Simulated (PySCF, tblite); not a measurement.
Complex of Mg2+ and 2 × water

A gas-phase complex of Mg2+ and 2 × water; charge +2, singlet. The structure comes from a short search (6 tight-binding starts) and was relaxed by PBE0-D3(BJ)/def2-TZVPD; another way of binding may lie lower. No frequency run checks that it is a minimum.

Parts: 1 = Mg2+ ([Mg+2]), atoms 1, charge +2; 2 = water (O), atoms 2–4; 3 = water (O), atoms 5–7.

Coordinates in Å:
```
Mg1    -0.096   -0.885    0.897
O2     -0.249   -2.070   -0.618
H3     -0.005   -3.012   -0.656
H4     -0.578   -1.846   -1.507
O5      0.026    0.330    2.391
H6      0.794    0.870    2.650
H7     -0.669    0.528    3.045
```

```tsv
contact	kind (by geometry)	distance (Å)	angle (°)
Mg1···O5	ion contact	1.930	-
Mg1···O2	ion contact	1.930	-
```

Interaction energies are complex less parts, with the parts frozen as they stand in it; counterpoise-corrected, in kcal/mol (PySCF).

**Question.** How strongly do the parts interact, level by level?

**Answer.** 
```json
{"level": "wB97M-D3(BJ)/def2-TZVPD", "interaction": "-155.02", "superposition error removed": "-0.16"}
{"level": "PBE0-D3(BJ)/def2-TZVPD", "interaction": "-156.21", "superposition error removed": "-0.18"}
```

**Question.** What holds them together? Decompose the wB97M-D3(BJ)/def2-TZVPD energy: frozen parts, their antisymmetrised product, then relaxation.

**Answer.** electrostatic -122.9, Pauli repulsion +44.9, orbital relaxation -75.7, dispersion correction -1.6 kcal/mol, which sum to the value before the counterpoise correction; the Pauli term holds the exchange-correlation of the frozen density too. Of the attraction, 61 % is electrostatic, 38 % is orbital relaxation, 1 % is dispersion correction.

**Question.** Are the pair energies additive?

**Answer.** The pairs sum to -164.45 kcal/mol (1–2 -82.8, 1–3 -82.9, 2–3 1.2); the rest of +9.43 is a many-body weakening.

The parts were also relaxed and run alone, at the levels used for the complex: shieldings by PBE0/pcSseg-2; core levels by delta-SCF with SCAN, pcX-2 on the ionised atom and pcseg-1 elsewhere, spin-free X2C.

**Question.** What does binding change?

**Answer.** 
```
              property    alone  in the complex  change
shielding of Mg1 (ppm)    695.0           593.7  -101.3
 shielding of O5 (ppm)    329.1           332.4    +3.3
 shielding of O2 (ppm)    329.1           332.4    +3.3
Mg1 1s core level (eV)  1334.62         1326.86   -7.75
 O5 1s core level (eV)   539.76          552.33  +12.57
```

Multiply charged ions in the gas phase bind far more strongly than in solution.
